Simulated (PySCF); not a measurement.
C₃H₈, charge +3, doublet, at a GFN2-xTB geometry of the parent state (a state made from the parent by changing its charge; the spin is typed, not shown lowest); BLYP/def2-SVP in PySCF.

Here is a job for PySCF.
```python
from pyscf import gto, scf, dft

mol = gto.M(
    atom='''
C     1.161192    0.510453   -0.283191
C     0.103243   -0.510993   -0.054067
C    -1.255636   -0.043013    0.332650
H     2.031563    0.087720   -0.783130
H     0.781756    1.388046   -0.816813
H     1.534082    0.937173    0.661362
H     0.483380   -1.270563    0.665516
H     0.015119   -1.196717   -0.926573
H    -1.875767   -0.858821    0.701542
H    -1.221049    0.786200    1.046865
H    -1.801881    0.388279   -0.521119
''',
    basis='def2-svp',
    charge=3,
    spin=1,
    verbose=5,
)

mf = dft.UKS(mol)
mf.xc = 'blyp'
mf.kernel()
mf.analyze()
```

Task: Write the output that PySCF gives for this input, abridged.

Result: 
```
PySCF version 2.14.0

[INPUT] verbose = 5
[INPUT] max_memory = 4000
[INPUT] num. atoms = 11
[INPUT] num. electrons = 23
[INPUT] charge = 3
[INPUT] spin (= nelec alpha-beta = 2S) = 1
[INPUT] symmetry False subgroup None
[INPUT] Mole.unit = angstrom
[INPUT] Symbol           X                Y                Z      unit          X                Y                Z       unit  Magmom
[...]
[INPUT] ---------------- BASIS SET ----------------
[INPUT] l, kappa, [nprim/nctr], expnt,             c_1 c_2 ...
[INPUT] H
[...]
                                1.9622572         0.13796524
                                0.44453796        0.47831935
[...]
[INPUT] C
[...]
                                186.29004992      0.040638409211
                                42.251176346      0.18025593888
                                11.676557932      0.46315121755
                                3.5930506482      0.44087173314
[...]
                                2.0103545142      0.21117025112
                                0.54771004707     0.51328172114
[...]
nuclear repulsion = 83.109224724076
number of shells = 42
number of NR pGTOs = 128
number of NR cGTOs = 82
basis = def2-svp
ecp = {}

******** <class 'pyscf.dft.uks.UKS'> ********
method = UKS
initial guess = minao
damping factor = 0
level_shift factor = 0
DIIS = <class 'pyscf.scf.diis.CDIIS'>
diis_start_cycle = 1
diis_space = 8
diis_damp = 0
SCF conv_tol = 1e-09
SCF conv_tol_grad = None
SCF max_cycles = 50
direct_scf = True
direct_scf_tol = 1e-13
number electrons alpha = 12  beta = 11
XC library pyscf.dft.libxc version 7.1.2
    S. Lehtola, C. Steigemann, M. J. T. Oliveira, and M. A. L. Marques,  SoftwareX 7, 1–5 (2018)
XC functionals = blyp
    A. D. Becke,  Phys. Rev. A 38, 3098 (1988)
    C. Lee, W. Yang, and R. G. Parr,  Phys. Rev. B 37, 785 (1988)
    B. Miehlich, A. Savin, H. Stoll, and H. Preuss,  Chem. Phys. Lett. 157, 200 (1989)
radial grids:
    Treutler-Ahlrichs [JCP 102, 346 (1995); DOI:10.1063/1.469408] (M4) radial grids

becke partition: Becke, JCP 88, 2547 (1988); DOI:10.1063/1.454033
pruning grids: <function nwchem_prune>
grids dens level: 3
symmetrized grids: False
atomic radii adjust function: <function treutler_atomic_radii_adjust>
small_rho_cutoff = 0
Set gradient conv threshold to 3.16228e-05
atom C rad-grids = 75, ang-grids = [ 50  50  50  50  50  50  50  50  50  50  50  50  50  50  50  50  50  50
  50  50  50  50  86  86  86  86  86  86  86  86  86  86 266 266 266 266
 266 266 302 302 302 302 302 302 302 302 302 302 302 302 302 302 302 302
 302 302 302 302 266 266 266 266 266 266 266 266 266 266 266 266 266 266
 266 266 266]
atom H rad-grids = 50, ang-grids = [ 50  50  50  50  50  50  50  50  50  50  50  50  50  50  50  86  86  86
  86 266 266 266 266 266 302 302 302 302 302 302 302 302 302 302 302 302
 302 266 266 266 266 266 266 266 266 266 266 266 266 266]
tot_boxes 2340, boxes in each direction [13 11 10]
Padding 6 grids
tot grids = 120824
nelec by numeric integration = [12.9945593 12.9945593]
E1 = -320.23039344799287  E2 = 118.2655621790075  Ecoul = 137.20516902385856  Exc = -18.93960684485106
init E= -118.855606544909
cond(S) = 2409.6376253846643

  alpha mo_energy =
[-1.00121956e+01 -1.00121887e+01 -1.00076039e+01 -8.00986515e-01
 -7.06028486e-01 -6.08649653e-01 -4.85953442e-01 -4.81120540e-01
 -4.57703200e-01 -4.12855403e-01 -4.01425652e-01 -3.89203162e-01
 -3.44544988e-01  8.43348141e-05  3.41942829e-02  4.19613304e-02
  4.61643758e-02  6.69160008e-02  7.24777495e-02  7.95419585e-02
  1.07324569e-01  1.39800936e-01  1.64201795e-01  3.05800351e-01
  3.09538919e-01  3.29745336e-01  3.63845110e-01  3.88191075e-01
  4.88434687e-01  5.03231471e-01  5.18543570e-01  5.22016403e-01
  5.24137073e-01  5.58354222e-01  5.63960587e-01  5.67052053e-01
  5.67503236e-01  5.84501024e-01  5.92098437e-01  5.95508619e-01
  6.67081821e-01  8.65423150e-01  9.35746151e-01  9.60001653e-01
  9.92475192e-01  1.15768953e+00  1.26458741e+00  1.26653243e+00
[...]
SCF not converged.
Total Energy =                        -116.976573207698465
[...]
spin_pop of  0 C 3dyz      0.00024
spin_pop of  0 C 3dz^2     0.00005
spin_pop of  0 C 3dxz      0.00028
spin_pop of  0 C 3dx2-y2    0.00017
spin_pop of  1 C 1s       -0.00000
spin_pop of  1 C 2s       -0.00228
spin_pop of  1 C 3s        0.00014
spin_pop of  1 C 2px       0.07184
spin_pop of  1 C 2py      -0.00195
spin_pop of  1 C 2pz      -0.01244
spin_pop of  1 C 3px       0.00104
spin_pop of  1 C 3py       0.00025
spin_pop of  1 C 3pz      -0.00000
spin_pop of  1 C 3dxy      0.00034
spin_pop of  1 C 3dyz      0.00000
spin_pop of  1 C 3dz^2     0.00003
spin_pop of  1 C 3dxz      0.00000
spin_pop of  1 C 3dx2-y2    0.00002
spin_pop of  2 C 1s       -0.00000
spin_pop of  2 C 2s        0.00058
spin_pop of  2 C 3s        0.00047
spin_pop of  2 C 2px       0.17977
spin_pop of  2 C 2py       0.10974
spin_pop of  2 C 2pz       0.01536
spin_pop of  2 C 3px       0.00183
spin_pop of  2 C 3py       0.00141
spin_pop of  2 C 3pz       0.00040
spin_pop of  2 C 3dxy      0.00049
spin_pop of  2 C 3dyz      0.00039
spin_pop of  2 C 3dz^2     0.00008
spin_pop of  2 C 3dxz      0.00004
spin_pop of  2 C 3dx2-y2    0.00011
spin_pop of  3 H 1s        0.14096
spin_pop of  3 H 2s        0.00624
spin_pop of  3 H 2px       0.00046
spin_pop of  3 H 2py       0.00007
spin_pop of  3 H 2pz       0.00018
spin_pop of  4 H 1s        0.02441
spin_pop of  4 H 2s        0.00089
spin_pop of  4 H 2px      -0.00001
spin_pop of  4 H 2py       0.00013
spin_pop of  4 H 2pz       0.00005
spin_pop of  5 H 1s       -0.00504
spin_pop of  5 H 2s        0.00001
spin_pop of  5 H 2px       0.00000
spin_pop of  5 H 2py      -0.00000
spin_pop of  5 H 2pz      -0.00004
spin_pop of  6 H 1s       -0.00830
spin_pop of  6 H 2s       -0.00026
spin_pop of  6 H 2px       0.00001
spin_pop of  6 H 2py      -0.00003
spin_pop of  6 H 2pz      -0.00001
spin_pop of  7 H 1s       -0.00715
spin_pop of  7 H 2s       -0.00023
spin_pop of  7 H 2px       0.00001
spin_pop of  7 H 2py      -0.00003
spin_pop of  7 H 2pz      -0.00002
spin_pop of  8 H 1s        0.14046
spin_pop of  8 H 2s        0.00622
spin_pop of  8 H 2px       0.00024
spin_pop of  8 H 2py       0.00035
spin_pop of  8 H 2pz       0.00011
spin_pop of  9 H 1s        0.02418
spin_pop of  9 H 2s        0.00088
spin_pop of  9 H 2px       0.00005
spin_pop of  9 H 2py       0.00004
spin_pop of  9 H 2pz       0.00009
spin_pop of  10 H 1s       -0.00733
spin_pop of  10 H 2s       -0.00008
spin_pop of  10 H 2px      -0.00001
spin_pop of  10 H 2py      -0.00000
spin_pop of  10 H 2pz      -0.00004
 ** Mulliken Spin Density (per atom)  **
spin density of  0 C =      0.31483
spin density of  1 C =      0.05699
spin density of  2 C =      0.31068
spin density of  3 H =      0.14791
spin density of  4 H =      0.02548
spin density of  5 H =     -0.00507
spin density of  6 H =     -0.00860
spin density of  7 H =     -0.00741
spin density of  8 H =      0.14739
spin density of  9 H =      0.02524
spin density of  10 H =     -0.00746
 ** Mulliken pop alpha/beta on meta-lowdin orthogonal AOs **
 ** Mulliken pop       alpha | beta **
In total            12.00000 | 11.00000
 ** Mulliken atomic charges   ( Nelec_alpha | Nelec_beta ) **
charge of  0C =     -0.03303  (     3.17393      2.85910 )
charge of  1C =      0.02450  (     3.01624      2.95925 )
charge of  2C =     -0.03356  (     3.17212      2.86144 )
charge of  3H =      0.38219  (     0.38286      0.23495 )
charge of  4H =      0.34401  (     0.34073      0.31525 )
charge of  5H =      0.37970  (     0.30761      0.31268 )
charge of  6H =      0.41534  (     0.28803      0.29663 )
charge of  7H =      0.41534  (     0.28863      0.29603 )
charge of  8H =      0.38197  (     0.38271      0.23532 )
charge of  9H =      0.34390  (     0.34067      0.31543 )
charge of  10H =      0.37964  (     0.30645      0.31391 )

WARN: System has nonzero charge 3; the dipole moment is origin-dependent.
Location of origin: [0. 0. 0.]

Dipole moment(X, Y, Z, Debye):  0.06721, -0.30009, -0.03397
```

The run did not converge; its last values are not results.
